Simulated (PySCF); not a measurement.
**Stretching N2**

Set-up: basis N 3-21G; no relativity; PySCF 2.14. Energies in eV from N + N in their ground configurations at the same level. State: ¹Σg⁺ (singlet), closed shell.

All columns are r²SCAN.

```json
{"R (Å)": "0.958", "E (eV)": "-5.128", "HOMO (eV)": "-9.97", "LUMO (eV)": "1.03", "Mayer bond order": "2.62", "⟨S²⟩": "0.00"}
{"R (Å)": "1.003", "E (eV)": "-6.529", "HOMO (eV)": "-9.96", "LUMO (eV)": "0.25", "Mayer bond order": "2.65", "⟨S²⟩": "0.00"}
{"R (Å)": "1.047", "E (eV)": "-7.328", "HOMO (eV)": "-9.95", "LUMO (eV)": "-0.46", "Mayer bond order": "2.69", "⟨S²⟩": "0.00"}
{"R (Å)": "1.081", "E (eV)": "-7.629", "HOMO (eV)": "-9.94", "LUMO (eV)": "-0.96", "Mayer bond order": "2.71", "⟨S²⟩": "0.00"}
{"R (Å)": "1.114", "E (eV)": "-7.735", "HOMO (eV)": "-9.92", "LUMO (eV)": "-1.42", "Mayer bond order": "2.74", "⟨S²⟩": "0.00"}
{"R (Å)": "1.147", "E (eV)": "-7.691", "HOMO (eV)": "-9.91", "LUMO (eV)": "-1.84", "Mayer bond order": "2.76", "⟨S²⟩": "0.00"}
{"R (Å)": "1.192", "E (eV)": "-7.457", "HOMO (eV)": "-9.89", "LUMO (eV)": "-2.36", "Mayer bond order": "2.79", "⟨S²⟩": "0.00"}
{"R (Å)": "1.248", "E (eV)": "-6.973", "HOMO (eV)": "-9.87", "LUMO (eV)": "-2.93", "Mayer bond order": "2.82", "⟨S²⟩": "0.00"}
{"R (Å)": "1.315", "E (eV)": "-6.225", "HOMO (eV)": "-9.83", "LUMO (eV)": "-3.50", "Mayer bond order": "2.86", "⟨S²⟩": "0.00"}
{"R (Å)": "1.404", "E (eV)": "-5.088", "HOMO (eV)": "-9.75", "LUMO (eV)": "-4.12", "Mayer bond order": "2.89", "⟨S²⟩": "0.00"}
```

3-21G is very small, so such numbers show the basis as much as the molecule.
